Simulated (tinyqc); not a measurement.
Inside a calculation (part 2 of 3). Method: UHF in the sto-3g basis, for NH, spin multiplicity 3. Computed by tinyqc, a small Python program that keeps every step (integrals from PySCF). Command: `OMP_NUM_THREADS=1 python tinyqc.py 22612 22613 out.jsonl` (the two numbers bound the seeds that draw the settings). One thread of a shared host (Intel(R) Xeon(R) Processor @ 2.60GHz), about 0.1 s of CPU time with the checks.

Geometry (angstrom):
```
atom         x         y         z
N     0.000000  0.000000  0.000000
H     0.000000  0.000000  1.422000
```

## Iteration 3: building the Fock matrix

D(alpha) after iteration 2, order 1N 1s, 1N 2s, 1N 2px, 1N 2py, 1N 2pz, 2H 1s:
```
[[1.057951, -0.247732, 0.000000, 0.000000, 0.026755, 0.002733],
 [-0.247732, 1.064634, 0.000000, 0.000000, -0.138234, -0.057324],
 [0.000000, 0.000000, 1.000000, 0.000000, 0.000000, 0.000000],
 [0.000000, 0.000000, 0.000000, 1.000000, 0.000000, 0.000000],
 [0.026755, -0.138234, 0.000000, 0.000000, 0.493069, 0.389682],
 [0.002733, -0.057324, 0.000000, 0.000000, 0.389682, 0.310641]]
```

D(beta) after iteration 2, order 1N 1s, 1N 2s, 1N 2px, 1N 2py, 1N 2pz, 2H 1s:
```
[[1.057126, -0.244163, 0.000000, 0.000000, 0.037440, 0.001153],
 [-0.244163, 1.050262, 0.000000, 0.000000, -0.183274, -0.063277],
 [0.000000, 0.000000, 0.000000, 0.000000, 0.000000, 0.000000],
 [0.000000, 0.000000, 0.000000, 0.000000, 0.000000, 0.000000],
 [0.037440, -0.183274, 0.000000, 0.000000, 0.355973, 0.395918],
 [0.001153, -0.063277, 0.000000, 0.000000, 0.395918, 0.461070]]
```

core Hamiltonian H = T + V (hartree), order 1N 1s, 1N 2s, 1N 2px, 1N 2py, 1N 2pz, 2H 1s:
```
[[-24.567346, -5.648829, 0.000000, 0.000000, -0.008023, -0.548947],
 [-5.648829, -6.628764, 0.000000, 0.000000, -0.100958, -1.457631],
 [0.000000, 0.000000, -5.261866, 0.000000, 0.000000, 0.000000],
 [0.000000, 0.000000, 0.000000, -5.261866, 0.000000, 0.000000],
 [-0.008023, -0.100958, 0.000000, 0.000000, -5.319941, -1.274555],
 [-0.548947, -1.457631, 0.000000, 0.000000, -1.274555, -3.056844]]
```

Two-electron integrals (ij|kl) in chemists' order, unique and non-zero (hartree):
```
(11|11) 4.166630   (21|11) 0.640849   (21|21) 0.117461   (22|11) 0.969864
(22|21) 0.220936   (22|22) 0.708245   (31|31) 0.020960   (32|31) 0.032452
(32|32) 0.156449   (33|11) 0.967124   (33|21) 0.220977   (33|22) 0.708086
(33|33) 0.762805   (41|41) 0.020960   (42|41) 0.032452   (42|42) 0.156449
(43|43) 0.041119   (44|11) 0.967124   (44|21) 0.220977   (44|22) 0.708086
(44|33) 0.680568   (44|44) 0.762805   (51|51) 0.020960   (52|51) 0.032452
(52|52) 0.156449   (53|53) 0.041119   (54|54) 0.041119   (55|11) 0.967124
(55|21) 0.220977   (55|22) 0.708086   (55|33) 0.680568   (55|44) 0.680568
(55|55) 0.762805   (61|11) 0.062204   (61|21) 0.011325   (61|22) 0.021235
(61|33) 0.021187   (61|44) 0.021187   (61|51) 0.000553   (61|52) 0.001056
(61|55) 0.021333   (61|61) 0.001108   (62|11) 0.183160   (62|21) 0.042380
(62|22) 0.154353   (62|33) 0.151003   (62|44) 0.151003   (62|51) 0.003488
(62|52) 0.028994   (62|55) 0.160893   (62|61) 0.004202   (62|62) 0.046820
(63|31) 0.003908   (63|32) 0.023974   (63|53) 0.005519   (63|63) 0.005516
(64|41) 0.003908   (64|42) 0.023974   (64|54) 0.005519   (64|64) 0.005516
(65|11) 0.158667   (65|21) 0.037125   (65|22) 0.144008   (65|33) 0.137452
(65|44) 0.137452   (65|51) 0.006484   (65|52) 0.048494   (65|55) 0.156951
(65|61) 0.003805   (65|62) 0.052447   (65|65) 0.063387   (66|11) 0.369926
(66|21) 0.086877   (66|22) 0.363539   (66|33) 0.348730   (66|44) 0.348730
(66|51) 0.007659   (66|52) 0.089967   (66|55) 0.392711   (66|61) 0.008648
(66|62) 0.151552   (66|65) 0.189893   (66|66) 0.774606
```

nuclear repulsion = 2.60495111 hartree

J_ij = sum D_kl (ij|kl) with D = D(alpha) + D(beta), K_ij = sum D_kl (ik|jl) for each spin; F = H + J - K(s); E = tr D H + tr D J / 2 - 0.5 sum_s tr D(s) K(s) + E_nn.

Coulomb J (hartree), order 1N 1s, 1N 2s, 1N 2px, 1N 2py, 1N 2pz, 2H 1s:
```
[[13.479895, 2.451957, 0.000000, 0.000000, -0.002914, 0.236860],
 [2.451957, 5.818962, 0.000000, 0.000000, 0.042204, 1.280657],
 [0.000000, 0.000000, 5.795702, 0.000000, 0.000000, 0.000000],
 [0.000000, 0.000000, 0.000000, 5.795702, 0.000000, 0.000000],
 [-0.002914, 0.042204, 0.000000, 0.000000, 5.845481, 1.214960],
 [0.236860, 1.280657, 0.000000, 0.000000, 1.214960, 3.299465]]
```

exchange K(alpha) (hartree), order 1N 1s, 1N 2s, 1N 2px, 1N 2py, 1N 2pz, 2H 1s:
```
[[4.267697, 0.724702, 0.000000, 0.000000, 0.001671, 0.075354],
 [0.724702, 1.178540, 0.000000, 0.000000, -0.024648, 0.288816],
 [0.000000, 0.000000, 1.000143, 0.000000, 0.000000, 0.000000],
 [0.000000, 0.000000, 0.000000, 1.000143, 0.000000, 0.000000],
 [0.001671, -0.024648, 0.000000, 0.000000, 0.767498, 0.319142],
 [0.075354, 0.288816, 0.000000, 0.000000, 0.319142, 0.448219]]
```

exchange K(beta) (hartree), order 1N 1s, 1N 2s, 1N 2px, 1N 2py, 1N 2pz, 2H 1s:
```
[[4.222194, 0.655501, 0.000000, 0.000000, 0.001082, 0.066798],
 [0.655501, 0.840927, 0.000000, 0.000000, -0.052777, 0.245935],
 [0.000000, 0.000000, 0.189149, 0.000000, 0.000000, 0.000000],
 [0.000000, 0.000000, 0.000000, 0.189149, 0.000000, 0.000000],
 [0.001082, -0.052777, 0.000000, 0.000000, 0.589545, 0.307596],
 [0.066798, 0.245935, 0.000000, 0.000000, 0.307596, 0.540270]]
```

F(alpha) (hartree), order 1N 1s, 1N 2s, 1N 2px, 1N 2py, 1N 2pz, 2H 1s:
```
[[-15.355148, -3.921574, 0.000000, 0.000000, -0.012609, -0.387441],
 [-3.921574, -1.988343, 0.000000, 0.000000, -0.034106, -0.465790],
 [0.000000, 0.000000, -0.466307, 0.000000, 0.000000, 0.000000],
 [0.000000, 0.000000, 0.000000, -0.466307, 0.000000, 0.000000],
 [-0.012609, -0.034106, 0.000000, 0.000000, -0.241959, -0.378736],
 [-0.387441, -0.465790, 0.000000, 0.000000, -0.378736, -0.205599]]
```

F(beta) (hartree), order 1N 1s, 1N 2s, 1N 2px, 1N 2py, 1N 2pz, 2H 1s:
```
[[-15.309644, -3.852372, 0.000000, 0.000000, -0.012019, -0.378885],
 [-3.852372, -1.650730, 0.000000, 0.000000, -0.005976, -0.422909],
 [0.000000, 0.000000, 0.344686, 0.000000, 0.000000, 0.000000],
 [0.000000, 0.000000, 0.000000, 0.344686, 0.000000, 0.000000],
 [-0.012019, -0.005976, 0.000000, 0.000000, -0.064006, -0.367190],
 [-0.378885, -0.422909, 0.000000, 0.000000, -0.367190, -0.297649]]
```

total energy of this density = -54.20402841 hartree

## Iteration 3: diagonalisation and new density

X, order 1N 1s, 1N 2s, 1N 2px, 1N 2py, 1N 2pz, 2H 1s:
```
[[0.370851, 0.719306, 0.000000, 0.000000, 0.573237, 0.278090],
 [-0.753939, -0.466015, 0.000000, 0.000000, 0.381539, 0.474668],
 [0.000000, 0.000000, 0.980106, -0.198473, 0.000000, 0.000000],
 [0.000000, 0.000000, 0.198473, 0.980106, 0.000000, 0.000000],
 [-0.565335, 0.588600, 0.000000, 0.000000, -0.562771, 0.336923],
 [0.846856, -0.336947, 0.000000, 0.000000, -0.287041, 0.525727]]
```

Diagonalise F' = X^T F X, C = X C', fill 5 alpha and 3 beta electrons from the bottom; D(s) = C_occ C_occ^T. Each column has its largest component positive (the first on a tie).

F' = X^T F X (alpha) (hartree):
```
[[-0.583568, -2.225532, 0.000000, 0.000000, -1.858851, -0.932231],
 [-2.225532, -5.654871, 0.000000, 0.000000, -5.817464, -3.479073],
 [0.000000, 0.000000, -0.466307, 0.000000, 0.000000, 0.000000],
 [0.000000, 0.000000, 0.000000, -0.466307, 0.000000, 0.000000],
 [-1.858851, -5.817464, 0.000000, 0.000000, -7.014183, -4.176969],
 [-0.932231, -3.479073, 0.000000, 0.000000, -4.176969, -3.248253]]
```

orbital energies (alpha) (hartree): [-15.362585, -1.054025, -0.466307, -0.466307, -0.420982, 0.336718]

coefficients C (alpha), order 1N 1s, 1N 2s, 1N 2px, 1N 2py, 1N 2pz, 2H 1s:
```
[[0.994138, -0.257713, 0.000000, 0.000000, 0.053674, 0.057074],
 [0.024216, 0.993329, 0.000000, 0.000000, -0.264289, -0.315180],
 [0.000000, 0.000000, 0.992707, -0.120555, 0.000000, 0.000000],
 [0.000000, 0.000000, 0.120555, 0.992707, 0.000000, 0.000000],
 [0.001920, 0.047241, 0.000000, 0.000000, 0.717649, -0.760938],
 [-0.003925, 0.098078, 0.000000, 0.000000, 0.528310, 0.949070]]
```

F' = X^T F X (beta) (hartree):
```
[[-0.469948, -2.176327, 0.000000, 0.000000, -1.859116, -1.136491],
 [-2.176327, -5.563393, 0.000000, 0.000000, -5.915376, -3.487383],
 [0.000000, 0.000000, 0.344686, 0.000000, 0.000000, 0.000000],
 [0.000000, 0.000000, 0.000000, 0.344686, 0.000000, 0.000000],
 [-1.859116, -5.915376, 0.000000, 0.000000, -6.891975, -4.106006],
 [-1.136491, -3.487383, 0.000000, 0.000000, -4.106006, -3.118537]]
```

orbital energies (beta) (hartree): [-15.314466, -0.757565, -0.362648, 0.344686, 0.344686, 0.390825]

coefficients C (beta), order 1N 1s, 1N 2s, 1N 2px, 1N 2py, 1N 2pz, 2H 1s:
```
[[0.995369, -0.237736, 0.096156, 0.000000, 0.000000, -0.065891],
 [0.019310, 0.915958, -0.447712, 0.000000, 0.000000, 0.341579],
 [0.000000, 0.000000, 0.000000, 0.998955, -0.045706, 0.000000],
 [0.000000, 0.000000, 0.000000, 0.045706, 0.998955, 0.000000],
 [0.001623, 0.060175, 0.573150, 0.000000, 0.000000, 0.874161],
 [-0.003177, 0.257939, 0.654081, 0.000000, 0.000000, -0.833735]]
```

D(alpha) after iteration 3, order 1N 1s, 1N 2s, 1N 2px, 1N 2py, 1N 2pz, 2H 1s:
```
[[1.057608, -0.246105, 0.000000, 0.000000, 0.028253, -0.000822],
 [-0.246105, 1.057137, 0.000000, 0.000000, -0.142694, -0.042298],
 [0.000000, 0.000000, 1.000000, 0.000000, 0.000000, 0.000000],
 [0.000000, 0.000000, 0.000000, 1.000000, 0.000000, 0.000000],
 [0.028253, -0.142694, 0.000000, 0.000000, 0.517255, 0.383767],
 [-0.000822, -0.042298, 0.000000, 0.000000, 0.383767, 0.288746]]
```

D(beta) after iteration 3, order 1N 1s, 1N 2s, 1N 2px, 1N 2py, 1N 2pz, 2H 1s:
```
[[1.056524, -0.241587, 0.000000, 0.000000, 0.042422, -0.001589],
 [-0.241587, 1.039799, 0.000000, 0.000000, -0.201457, -0.056640],
 [0.000000, 0.000000, 0.000000, 0.000000, 0.000000, 0.000000],
 [0.000000, 0.000000, 0.000000, 0.000000, 0.000000, 0.000000],
 [0.042422, -0.201457, 0.000000, 0.000000, 0.332124, 0.390403],
 [-0.001589, -0.056640, 0.000000, 0.000000, 0.390403, 0.494365]]
```

Within a degenerate level the vectors are fixed only up to a rotation; this is one choice.

## Iteration 4: building the Fock matrix

As before.

Coulomb J (hartree), order 1N 1s, 1N 2s, 1N 2px, 1N 2py, 1N 2pz, 2H 1s:
```
[[13.471998, 2.450281, 0.000000, 0.000000, -0.004029, 0.236661],
 [2.450281, 5.814695, 0.000000, 0.000000, 0.036700, 1.279359],
 [0.000000, 0.000000, 5.791268, 0.000000, 0.000000, 0.000000],
 [0.000000, 0.000000, 0.000000, 5.791268, 0.000000, 0.000000],
 [-0.004029, 0.036700, 0.000000, 0.000000, 5.841557, 1.213417],
 [0.236661, 1.279359, 0.000000, 0.000000, 1.213417, 3.300421]]
```

exchange K(alpha) (hartree), order 1N 1s, 1N 2s, 1N 2px, 1N 2py, 1N 2pz, 2H 1s:
```
[[4.267849, 0.725526, 0.000000, 0.000000, 0.001781, 0.075338],
 [0.725526, 1.180662, 0.000000, 0.000000, -0.028056, 0.289899],
 [0.000000, 0.000000, 1.000569, 0.000000, 0.000000, 0.000000],
 [0.000000, 0.000000, 0.000000, 1.000569, 0.000000, 0.000000],
 [0.001781, -0.028056, 0.000000, 0.000000, 0.783040, 0.317079],
 [0.075338, 0.289899, 0.000000, 0.000000, 0.317079, 0.434245]]
```

exchange K(beta) (hartree), order 1N 1s, 1N 2s, 1N 2px, 1N 2py, 1N 2pz, 2H 1s:
```
[[4.221099, 0.654835, 0.000000, 0.000000, 0.001186, 0.066530],
 [0.654835, 0.833909, 0.000000, 0.000000, -0.065606, 0.247099],
 [0.000000, 0.000000, 0.187106, 0.000000, 0.000000, 0.000000],
 [0.000000, 0.000000, 0.000000, 0.187106, 0.000000, 0.000000],
 [0.001186, -0.065606, 0.000000, 0.000000, 0.570858, 0.304613],
 [0.066530, 0.247099, 0.000000, 0.000000, 0.304613, 0.562080]]
```

F(alpha) (hartree), order 1N 1s, 1N 2s, 1N 2px, 1N 2py, 1N 2pz, 2H 1s:
```
[[-15.363197, -3.924073, 0.000000, 0.000000, -0.013833, -0.387624],
 [-3.924073, -1.994732, 0.000000, 0.000000, -0.036202, -0.468171],
 [0.000000, 0.000000, -0.471168, 0.000000, 0.000000, 0.000000],
 [0.000000, 0.000000, 0.000000, -0.471168, 0.000000, 0.000000],
 [-0.013833, -0.036202, 0.000000, 0.000000, -0.261424, -0.378217],
 [-0.387624, -0.468171, 0.000000, 0.000000, -0.378217, -0.190668]]
```

F(beta) (hartree), order 1N 1s, 1N 2s, 1N 2px, 1N 2py, 1N 2pz, 2H 1s:
```
[[-15.316448, -3.853382, 0.000000, 0.000000, -0.013238, -0.378816],
 [-3.853382, -1.647979, 0.000000, 0.000000, 0.001348, -0.425371],
 [0.000000, 0.000000, 0.342296, 0.000000, 0.000000, 0.000000],
 [0.000000, 0.000000, 0.000000, 0.342296, 0.000000, 0.000000],
 [-0.013238, 0.001348, 0.000000, 0.000000, -0.049242, -0.365750],
 [-0.378816, -0.425371, 0.000000, 0.000000, -0.365750, -0.318503]]
```

total energy of this density = -54.20671798 hartree

## Iteration 4: diagonalisation and new density

As before.

F' = X^T F X (alpha) (hartree):
```
[[-0.581269, -2.224706, 0.000000, 0.000000, -1.869122, -0.919299],
 [-2.224706, -5.664548, 0.000000, 0.000000, -5.812640, -3.486045],
 [0.000000, 0.000000, -0.471168, 0.000000, 0.000000, 0.000000],
 [0.000000, 0.000000, 0.000000, -0.471168, 0.000000, 0.000000],
 [-1.869122, -5.812640, 0.000000, 0.000000, -7.021346, -4.179069],
 [-0.919299, -3.486045, 0.000000, 0.000000, -4.179069, -3.251015]]
```

orbital energies (alpha) (hartree): [-15.370667, -1.060109, -0.471168, -0.471168, -0.425951, 0.338548]

coefficients C (alpha), order 1N 1s, 1N 2s, 1N 2px, 1N 2py, 1N 2pz, 2H 1s:
```
[[0.994126, -0.257816, 0.000000, 0.000000, 0.052535, 0.057879],
 [0.024267, 0.993693, 0.000000, 0.000000, -0.257762, -0.319405],
 [0.000000, 0.000000, 0.569670, 0.821874, 0.000000, 0.000000],
 [0.000000, 0.000000, 0.821874, -0.569670, 0.000000, 0.000000],
 [0.002015, 0.049844, 0.000000, 0.000000, 0.736098, -0.742936],
 [-0.003957, 0.096629, 0.000000, 0.000000, 0.504660, 0.962000]]
```

F' = X^T F X (beta) (hartree):
```
[[-0.470429, -2.175134, 0.000000, 0.000000, -1.850871, -1.154028],
 [-2.175134, -5.569320, 0.000000, 0.000000, -5.921948, -3.481244],
 [0.000000, 0.000000, 0.342296, 0.000000, 0.000000, 0.000000],
 [0.000000, 0.000000, 0.000000, 0.342296, 0.000000, 0.000000],
 [-1.850871, -5.921948, 0.000000, 0.000000, -6.892672, -4.108395],
 [-1.154028, -3.481244, 0.000000, 0.000000, -4.108395, -3.121382]]
```

orbital energies (beta) (hartree): [-15.321248, -0.757006, -0.367816, 0.342296, 0.342296, 0.392268]

coefficients C (beta), order 1N 1s, 1N 2s, 1N 2px, 1N 2py, 1N 2pz, 2H 1s:
```
[[0.995382, -0.236469, 0.098397, 0.000000, 0.000000, -0.066933],
 [0.019260, 0.909874, -0.458309, 0.000000, 0.000000, 0.343783],
 [0.000000, 0.000000, 0.000000, 0.002512, 0.999997, 0.000000],
 [0.000000, 0.000000, 0.000000, 0.999997, -0.002512, 0.000000],
 [0.001698, 0.051400, 0.555017, 0.000000, 0.000000, 0.886337],
 [-0.003201, 0.270893, 0.669826, 0.000000, 0.000000, -0.816957]]
```

D(alpha) after iteration 4, order 1N 1s, 1N 2s, 1N 2px, 1N 2py, 1N 2pz, 2H 1s:
```
[[1.057515, -0.245607, 0.000000, 0.000000, 0.027823, -0.002334],
 [-0.245607, 1.054456, 0.000000, 0.000000, -0.140159, -0.034158],
 [0.000000, 0.000000, 1.000000, 0.000000, 0.000000, 0.000000],
 [0.000000, 0.000000, 0.000000, 1.000000, 0.000000, 0.000000],
 [0.027823, -0.140159, 0.000000, 0.000000, 0.544328, 0.376288],
 [-0.002334, -0.034158, 0.000000, 0.000000, 0.376288, 0.264035]]
```

D(beta) after iteration 4, order 1N 1s, 1N 2s, 1N 2px, 1N 2py, 1N 2pz, 2H 1s:
```
[[1.056385, -0.241083, 0.000000, 0.000000, 0.044148, -0.001336],
 [-0.241083, 1.038288, 0.000000, 0.000000, -0.207569, -0.060570],
 [0.000000, 0.000000, 0.000000, 0.000000, 0.000000, 0.000000],
 [0.000000, 0.000000, 0.000000, 0.000000, 0.000000, 0.000000],
 [0.044148, -0.207569, 0.000000, 0.000000, 0.310689, 0.385683],
 [-0.001336, -0.060570, 0.000000, 0.000000, 0.385683, 0.522060]]
```

Within a degenerate level the vectors are fixed only up to a rotation; this is one choice.

## Iteration 40 (converged): orbitals

converged F(alpha) (hartree), order 1N 1s, 1N 2s, 1N 2px, 1N 2py, 1N 2pz, 2H 1s:
```
[[-15.358005, -3.928935, 0.000000, 0.000000, -0.012070, -0.387849],
 [-3.928935, -2.020174, 0.000000, 0.000000, -0.042030, -0.461384],
 [0.000000, 0.000000, -0.476776, 0.000000, 0.000000, 0.000000],
 [0.000000, 0.000000, 0.000000, -0.476776, 0.000000, 0.000000],
 [-0.012070, -0.042030, 0.000000, 0.000000, -0.390318, -0.347377],
 [-0.387849, -0.461384, 0.000000, 0.000000, -0.347377, -0.042378]]
```

converged F(beta) (hartree), order 1N 1s, 1N 2s, 1N 2px, 1N 2py, 1N 2pz, 2H 1s:
```
[[-15.304193, -3.845122, 0.000000, 0.000000, -0.012006, -0.377257],
 [-3.845122, -1.619769, 0.000000, 0.000000, 0.007524, -0.414629],
 [0.000000, 0.000000, 0.350441, 0.000000, 0.000000, 0.000000],
 [0.000000, 0.000000, 0.000000, 0.350441, 0.000000, 0.000000],
 [-0.012006, 0.007524, 0.000000, 0.000000, 0.102878, -0.341012],
 [-0.377257, -0.414629, 0.000000, 0.000000, -0.341012, -0.439882]]
```

As before.

F' = X^T F X (alpha) (hartree):
```
[[-0.571188, -2.207305, 0.000000, 0.000000, -1.944613, -0.816360],
 [-2.207305, -5.697248, 0.000000, 0.000000, -5.751167, -3.529005],
 [0.000000, 0.000000, -0.476776, 0.000000, 0.000000, 0.000000],
 [0.000000, 0.000000, 0.000000, -0.476776, 0.000000, 0.000000],
 [-1.944613, -5.751167, 0.000000, 0.000000, -7.044158, -4.193473],
 [-0.816360, -3.529005, 0.000000, 0.000000, -4.193473, -3.218563]]
```

orbital energies (alpha) (hartree): [-15.365780, -1.081317, -0.476776, -0.476776, -0.463079, 0.379019]

coefficients C (alpha), order 1N 1s, 1N 2s, 1N 2px, 1N 2py, 1N 2pz, 2H 1s:
```
[[0.993994, -0.260130, 0.000000, 0.000000, 0.040007, 0.059779],
 [0.024788, 1.003670, 0.000000, 0.000000, -0.190746, -0.334848],
 [0.000000, 0.000000, 0.965142, -0.261728, 0.000000, 0.000000],
 [0.000000, 0.000000, 0.261728, 0.965142, 0.000000, 0.000000],
 [0.001952, 0.060428, 0.000000, 0.000000, 0.857729, -0.597434],
 [-0.004023, 0.068215, 0.000000, 0.000000, 0.324372, 1.039035]]
```

F' = X^T F X (beta) (hartree):
```
[[-0.527434, -2.168903, 0.000000, 0.000000, -1.781636, -1.248981],
 [-2.168903, -5.533008, 0.000000, 0.000000, -5.981112, -3.429417],
 [0.000000, 0.000000, 0.350441, 0.000000, 0.000000, 0.000000],
 [0.000000, 0.000000, 0.000000, 0.350441, 0.000000, 0.000000],
 [-1.781636, -5.981112, 0.000000, 0.000000, -6.841069, -4.118221],
 [-1.248981, -3.429417, 0.000000, 0.000000, -4.118221, -3.111390]]
```

orbital energies (beta) (hartree): [-15.308790, -0.741713, -0.386650, 0.350441, 0.350441, 0.424252]

coefficients C (beta), order 1N 1s, 1N 2s, 1N 2px, 1N 2py, 1N 2pz, 2H 1s:
```
[[0.995485, -0.226482, 0.124219, 0.000000, 0.000000, -0.056127],
 [0.018851, 0.864186, -0.571943, 0.000000, 0.000000, 0.286679],
 [0.000000, 0.000000, 0.000000, -0.250206, 0.968193, 0.000000],
 [0.000000, 0.000000, 0.000000, 0.968193, 0.250206, 0.000000],
 [0.001599, 0.042615, 0.382646, 0.000000, 0.000000, 0.973677],
 [-0.003195, 0.347827, 0.785782, 0.000000, 0.000000, -0.671589]]
```

D(alpha) after iteration 40, order 1N 1s, 1N 2s, 1N 2px, 1N 2py, 1N 2pz, 2H 1s:
```
[[1.057292, -0.244077, 0.000000, 0.000000, 0.020537, -0.008766],
 [-0.244077, 1.044352, 0.000000, 0.000000, -0.102911, 0.006492],
 [0.000000, 0.000000, 1.000000, 0.000000, 0.000000, 0.000000],
 [0.000000, 0.000000, 0.000000, 1.000000, 0.000000, 0.000000],
 [0.020537, -0.102911, 0.000000, 0.000000, 0.739355, 0.282338],
 [-0.008766, 0.006492, 0.000000, 0.000000, 0.282338, 0.109887]]
```

D(beta) after iteration 40, order 1N 1s, 1N 2s, 1N 2px, 1N 2py, 1N 2pz, 2H 1s:
```
[[1.057715, -0.248003, 0.000000, 0.000000, 0.039472, 0.015652],
 [-0.248003, 1.074291, 0.000000, 0.000000, -0.181994, -0.148896],
 [0.000000, 0.000000, 0.000000, 0.000000, 0.000000, 0.000000],
 [0.000000, 0.000000, 0.000000, 0.000000, 0.000000, 0.000000],
 [0.039472, -0.181994, 0.000000, 0.000000, 0.148236, 0.315494],
 [0.015652, -0.148896, 0.000000, 0.000000, 0.315494, 0.738448]]
```

Within a degenerate level the vectors are fixed only up to a rotation; this is one choice.
